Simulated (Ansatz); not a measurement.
**AlH₆NSi: small, medium and large basis sets**

An exercise on one series of results from a longer session: the logs are not shown, and one member is left open.

Program: Ansatz 0.2.0, Gaussian basis. Level of theory: one geometry, several basis sets. These are calculated values, not measurements.

The runs, in order: PBE0-D4/def2-SVP; ωB97M-V/def2-SVP; PBE0-D4/def2-QZVPP; ωB97M-V/def2-QZVPP; the functionals' def2-TZVPP values are taken from earlier runs.

1 further run of the same task is left out (it didn't finish).

## Structure used throughout

An earlier PBE0-D4 in a triple-zeta def2 set relaxation fixed the geometry.

SMILES `[AlH2][NH][SiH3]`, 9 atoms, charge 0, spin multiplicity 1.

Atoms are counted from 1 here; the program's logs count them from 0.

Bond lengths: Al1–N2 1.782 Å, Al1–H4 1.580 Å, Al1–H5 1.583 Å, N2–Si3 1.727 Å, N2–H6 1.012 Å, Si3–H7 1.490 Å, Si3–H8 1.485 Å, Si3–H9 1.490 Å. Angles: N2–Al1–H4 118.1°, N2–Al1–H5 117.4°, H4–Al1–H5 124.5°, Al1–N2–Si3 129.3°, Al1–N2–H6 116.1°, Si3–N2–H6 114.6°, N2–Si3–H7 112.2°, N2–Si3–H8 107.4°, N2–Si3–H9 112.2°, H7–Si3–H8 109.0°, H7–Si3–H9 107.1°, H8–Si3–H9 109.0°.

Set-up of the first run:

in.yaml reads:

```yaml
crystal:
  periodic: [false, false, false]
  atoms:
    - {symbol: Al, position_ang: [-0.744372, 0.879581, -1.351800]}
    - {symbol: N, position_ang: [0.325698, 0.550730, 0.035093]}
    - {symbol: Si, position_ang: [0.459878, -0.875611, 0.999152]}
    - {symbol: H, position_ang: [-1.736215, -0.261164, -1.812224]}
    - {symbol: H, position_ang: [-0.632430, 2.302094, -2.037777]}
    - {symbol: H, position_ang: [0.949074, 1.301396, 0.305183]}
    - {symbol: H, position_ang: [1.826873, -1.465949, 0.942145]}
    - {symbol: H, position_ang: [-0.515352, -1.862525, 0.468837]}
    - {symbol: H, position_ang: [0.155248, -0.614854, 2.434291]}
basis:
  gaussian: {orbitals: def2-SVP}
hamiltonian: {xc: pbe0, dispersion: d4}
output: {orbitals: {seedname: orbitals}}
```

On the command line:

```bash
$ ansatz run in.yaml --threads 2 --pin off --events-out ev --progress --plain --max-ram 4352MiB
```

Steps of the session up to this table: PBE0-D4 in def2-SVP; ωB97M-V in def2-SVP; PBE0-D4 in def2-QZVPP; ωB97M-V in def2-QZVPP.

One of the session's tables, all rows but one given; the rest of the session is left out.

It belongs to the step «Density functionals: the series». 

| functional | basis | HOMO (eV) |
| --- | --- | --- |
| PBE0-D4 | def2-SVP | -7.68 |
| PBE0-D4 | def2-TZVPP | -7.76 |
| PBE0-D4 | def2-QZVPP | -7.78 |
| ωB97M-V | def2-SVP | -9.92 |
| ωB97M-V | def2-TZVPP | ? |
| ωB97M-V | def2-QZVPP | -10.07 |

Q: Estimate the row for ωB97M-V, def2-TZVPP from the others.

As computed: HOMO (eV): -10.06. In the column «HOMO (eV)» it lies between ωB97M-V, def2-QZVPP (-10.07) and ωB97M-V, def2-SVP (-9.92).
